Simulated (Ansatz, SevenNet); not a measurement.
For wurtzite ZnS (high-temperature phase), the machine-learned potential SevenNet-0 (trained on PBE and PBE+U data) gives:

lattice parameter a: 3.850 Å
c axis length: 6.314 Å
elastic constant C11: 114 GPa
elastic constant C44: 26.8 GPa
Voigt–Reuss–Hill shear modulus: 30.4 GPa

**Question.** What does HSE06 (PAW; Ansatz, a program for electronic structure) give for the same quantities?

**Answer.** 
- lattice constant a: 3.834 Å (shrinks by 0.4 %)
- lattice parameter c: 6.278 Å (drops by 0.6 %)
- elastic constant C11: 123 GPa (grows by 7.9 %)
- elastic constant C44: 29.0 GPa (grows by 8.2 %)
- Voigt–Reuss–Hill shear modulus: 34.1 GPa (goes up by 12 %)

For comparison: lattice constant a 3.823 Å (measured, temperature not stated, no zero-point or thermal correction, sources range from 3.811 to 3.823; as tabulated in Kisi, Elcombe, Acta Cryst. C 45, 1867 (1989), by the Crystallography Open …); lattice parameter c 6.261 Å (measured, temperature not stated, no zero-point or thermal correction, sources range from 6.234 to 6.261; as tabulated in Kisi, Elcombe, Acta Cryst. C 45, 1867 (1989), by the Crystallography Open …); elastic constant C11 131 GPa (measured, temperature not stated, not corrected to a static lattice; as tabulated in Grünwald et al. (2012), arXiv:1201.2992); elastic constant C44 28.6 GPa (measured, temperature not stated, no zero-point or thermal correction; as tabulated in Grünwald et al. (2012), arXiv:1201.2992).

Changes are worked out from the printed values.

Unless a cell is named, each level is at its own relaxed cell (SevenNet-0 20.26, HSE06 19.98 Å³/atom).

Ansatz's density-functional and Hartree–Fock values are scalar-relativistic unless marked +SOC, with PAW data made under PBE.
